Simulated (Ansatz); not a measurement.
## NH, singlet: vertical spin and charge gaps

Geometry (PBE0/def2-TZVP stationary point for this spin):

```json
{"atom": "N", "x (Å)": "0.0000", "y (Å)": "0.0000", "z (Å)": "0.0000"}
{"atom": "H", "x (Å)": "0.0000", "y (Å)": "0.0000", "z (Å)": "1.0385"}
```

Basis aug-cc-pVDZ; Ansatz 0.2.0. Only valence electrons are correlated (noble-gas cores frozen). Prefix R: restricted or restricted open-shell reference. Active spaces: valence = (6e, 5o) chosen from the atoms' valence shells.

Gaps are energies of the second state less the first, at fixed atoms, for a selection of the levels run; each method lands on the state that its own search finds for that charge and spin.

The determinant of the NH singlet fills πx and πy unequally, so it is a mixture of Σ and Δ, which weighs on every level built on one determinant.

Triplet less singlet: -1.745 eV at full CI (singlet A2, triplet A2, in C2v).

By full CI's occupations no single determinant describes the singlet well.

```
                   level  gap (eV)  error (meV)
                     RHF    -2.693         -948
                    RMP2    -2.401         -656
                   RCCSD    -2.114         -369
                RCCSD(T)    -1.982         -237
                 RCCSDT*    -1.763          -18
              RCCSDT(Q)*    -1.737            8
  CASSCF (valence space)    -1.963         -218
  NEVPT2 (valence space)    -1.786          -41
  MRCISD (valence space)    -1.758          -13
MRCISD+Q (valence space)    -1.742            3
```

An asterisk marks runs whose energy the program itself flagged as in doubt.

Removing an electron, to the doublet: 11.596 eV at full CI (singlet A2, doublet ion B1, in C2v).

By full CI's occupations no single determinant describes the singlet well.

```json
{"level": "RHF", "gap (eV)": "10.095", "error (meV)": "-1501"}
{"level": "RMP2", "gap (eV)": "11.101", "error (meV)": "-495"}
{"level": "CISD", "gap (eV)": "11.060", "error (meV)": "-536"}
{"level": "RCCSD", "gap (eV)": "11.212", "error (meV)": "-384"}
{"level": "BCCD(T)", "gap (eV)": "11.359", "error (meV)": "-237"}
{"level": "RCCSDT*", "gap (eV)": "11.577", "error (meV)": "-19"}
{"level": "RCCSDT(Q)*", "gap (eV)": "11.605", "error (meV)": "9"}
{"level": "CASSCF (valence space)", "gap (eV)": "10.239", "error (meV)": "-1357"}
{"level": "NEVPT2 (valence space)", "gap (eV)": "11.377", "error (meV)": "-219"}
{"level": "MRCISD (valence space)", "gap (eV)": "11.517", "error (meV)": "-79"}
```

Full CI is exact within this basis and frozen core; it isn't the basis-set limit.
